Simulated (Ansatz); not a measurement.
## CH2, triplet in cc-pVDZ: errors against full CI

Geometry: displaced at random from a stationary point.

```xyz
3

C     0.0182   -0.0584   -0.0011
H    -0.1467    0.3644   -0.9856
H    -0.0701    0.3320    0.9985
```

Basis cc-pVDZ; Ansatz 0.2.0. Correlated methods freeze the noble-gas cores, which leaves 6 electrons in 23 orbitals. Prefix R: restricted or restricted open-shell reference; prefix U: unrestricted. Active spaces: valence = (6e, 6o) chosen from the atoms' valence shells.

Full CI is exact within this basis and frozen core; it isn't the basis-set limit. The frozen core follows each run's orbitals, which can shift R against U totals by a few meV.

For open shells CISD is restricted-active-space CI with the open shells as a complete middle space.

The UHF ⟨S²⟩ is 2.016 and the T1 diagnostic (RCCSD) is 0.0199. The largest doubles amplitude (RCCSD) is 0.037 and the T1 diagnostic (UCCSD) is 0.0089.

```
                   level  E − E(full CI) (meV)  share of correlation (%)  wall time
                     RHF                  3277                      0.00          –
                     UHF                  3133                      4.40          –
                    RMP2                   621                     81.05          –
                    UMP2                   607                     81.49          –
                    CISD                   131                     96.02     0.36 s
                   RCCSD                    61                     98.15          –
                   UCCSD                    58                     98.22          –
                RCCSD(T)                    12                     99.63     0.48 s
                UCCSD(T)                    11                     99.65     0.48 s
                 BCCD(T)                    12                     99.62     0.39 s
                  RCCSDT                     2                     99.94          –
                  UCCSDT                     1                     99.97          –
               RCCSDT(Q)                     0                    100.00      2.2 s
               UCCSDT(Q)                    -1                    100.03        2 s
                 RCCSDTQ                     0                    100.01       12 s
  CASSCF (valence space)                  2231                     31.94          –
  NEVPT2 (valence space)                   512                     84.39     0.21 s
  MRCISD (valence space)                    74                     97.73          –
MRCISD+Q (valence space)                     5                     99.86     0.51 s
```

The correlation energy at full CI, counted from RHF, is -3.277 eV. That run took 3.4 s on 1 thread of Arm Neoverse V1, shared host over 1,563,320 determinants.

Times hold each run's SCF and search for its determinant on a shared host, so for small cases they say little of a method's own cost; they ran on 1 thread of Arm Neoverse V1. Some runs computed forces too.

The full-CI state has the irrep A'' of Cs, in the program's axes.

Natural occupations of full CI about the gap: 1.964 1.958 0.992 0.991 0.026 0.021 0.008 0.007 0.007 0.006; effectively unpaired electrons, Σ n²(2−n)², 2.02.
